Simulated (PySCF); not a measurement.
C3H5NO: calculation and literature

Mapped SMILES: `[CH2:1]=[CH:2][C:3]([NH2:4])=[O:5]`. Hydrogens are named by the atom that carries them. Ha(C1) is cis to C3; Ha(N4) is cis to the C=O or C=S heteroatom; Hb(C1) is trans to C3; Hb(N4) is trans to the C=O or C=S heteroatom.

- σ from GIAO-PBE0/pcSseg-1
- GFN2-xTB structure
- code: PySCF
- gas phase, non-relativistic Hamiltonian, a single conformation

Reference values: measured (solution, not stated per compound (mostly CDCl3 or CCl4); Pretsch, Buehlmann, Badertscher, Structure Determination of Organic Compounds, 4th ed. (2009)).
```
 atoms  quantity  reference  computed  computed, scaled
 H(C2)      δ ¹H       6.48      5.96              5.71
Ha(C1)      δ ¹H       6.17      6.93              6.63
Hb(C1)      δ ¹H       5.71      6.08              5.83
```

Computed shifts are σ(ref) − σ with the named reference compound (TMS for H and C) calculated as an isolated molecule at the same level. The measured values may be among those fitted. Expected solution values come from regression of measured δ (H and C: mostly CDCl3, vs TMS) on computed σ: ¹H (scatter 0.17 ppm rms, 0.18 ppm with the 4 outliers that the fit left out). A few per cent of atoms miss by over 2 rms, more outside the fitted compound classes. H not on carbon is unscaled (vs computed TMS).

How far are the unscaled ¹H shifts from the references?

## Answers

Mean signed difference +0.20 ppm, mean absolute 0.55 ppm over 3 comparisons; the largest is +0.76 ppm at Ha(C1) (hydrogen on a β carbon of a C=C–C=O unit).
